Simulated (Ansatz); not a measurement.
# BH3 (triplet): wave-function methods side by side at scale of all distances = 1.484, cc-pVDZ

Aim: climb from Hartree-Fock through coupled cluster and multireference methods for BH3 (triplet) at one geometry and basis, and see what each rung misses.

Computed with Ansatz 0.2.0, Gaussian basis. Level: cc-pVDZ, core rule «outside noble gas», up to 1 orbitals frozen.

The runs, in order: UHF; CCSD(T) on ROHF; CCSD(T) on UHF; BCCD(T) on ROHF; CISD; CCSDT(Q) on ROHF; CCSDT(Q) on UHF; CASSCF and MRCISD+Q, 4 electrons in 4 orbitals; CASSCF and NEVPT2, 4 electrons in 4 orbitals; CASSCF and MRCISD+Q, 6 electrons in 7 orbitals; CASSCF and NEVPT2, 6 electrons in 7 orbitals; Full CI.

8 further runs of the same task are left out: 5 that didn't finish, 3 set aside as unsound or not needed.

## (1) What is computed

The geometry derives from a PBE0/def2-TZVP stationary point (not a proven minimum). All distances are scaled together.

4 atoms, charge 0, spin multiplicity 3.

Atoms are counted from 1 here; the program's logs count them from 0.

No contacts short enough for the rule that draws bonds.

## (2) UHF

File in.yaml:

```yaml
crystal:
  periodic: [false, false, false]
  atoms:
    - {symbol: B, position_ang: [-0.170492, 0.000013, 0.132153]}
    - {symbol: H, position_ang: [0.462152, 0.800006, -1.471961]}
    - {symbol: H, position_ang: [0.904487, -0.000071, 1.526475]}
    - {symbol: H, position_ang: [0.462029, -0.800074, -1.471962]}
basis:
  gaussian: {orbitals: cc-pVDZ}
magnetization: {spin_polarized: true, initial_magnetization: 2}
hamiltonian: {xc: hf}
output: {orbitals: {seedname: orbitals}}
```

Run with:

```sh
$ ansatz run in.yaml --threads 1 --pin off --events-out ev --progress --plain --max-ram 2393MiB
```

Further steps of the session: CCSD(T) on ROHF; CCSD(T) on UHF; BCCD(T) on ROHF; CISD; CCSDT(Q) on ROHF; CCSDT(Q) on UHF; CASSCF and MRCISD+Q, 4 electrons in 4 orbitals; CASSCF and NEVPT2, 4 electrons in 4 orbitals; CASSCF and MRCISD+Q, 6 electrons in 7 orbitals; CASSCF and NEVPT2, 6 electrons in 7 orbitals; Full CI.

Q: Predict the results of all the runs planned. Wanted: FCI below the RHF energy; RMP2 from FCI; UMP2 from FCI; RCCSD from FCI; RCCSD(T) from FCI; UCCSD(T) from FCI; RCCSDT(Q) from FCI; UCCSDT(Q) from FCI; NEVPT2 pair from FCI.

As calculated:

| quantity | value |
| --- | --- |
| FCI below the RHF energy | -3.7536 eV |
| RMP2 from FCI | +1136.1 meV |
| UMP2 from FCI | +1284.2 meV |
| RCCSD from FCI | +217.3 meV |
| RCCSD(T) from FCI | +64.7 meV |
| UCCSD(T) from FCI | +66.4 meV |
| RCCSDT(Q) from FCI | +2.3 meV |
| UCCSDT(Q) from FCI | -1.0 meV |
| NEVPT2 pair from FCI | +966.9 meV |
| MRCISD+Q pair from FCI | -11.3 meV |
| NEVPT2 valence from FCI | +369.9 meV |
| levels within 1 kcal/mol (43 meV) | RCCSDT, UCCSDT, RCCSDT(Q), UCCSDT(Q), MRCISD+Q pair, MRCISD+Q valence |
| T1 diagnostic | 0.039 |
| effectively unpaired electrons | 2.13 |

In words: RCCSD(T) lands +64.7 meV from the yardstick (1.7 % of the correlation energy). MRCISD+Q pair falls below full CI: the +Q correction isn't variational, and the cores differ from full CI's. One determinant dominates. Of the multireference levels listed MRCISD+Q pair comes nearest in total energy (-11.3 meV), which doesn't show that its space is the better one. These misses are within one basis, not against nature; the frozen cores of restricted and unrestricted runs differ, which can shift their rows.
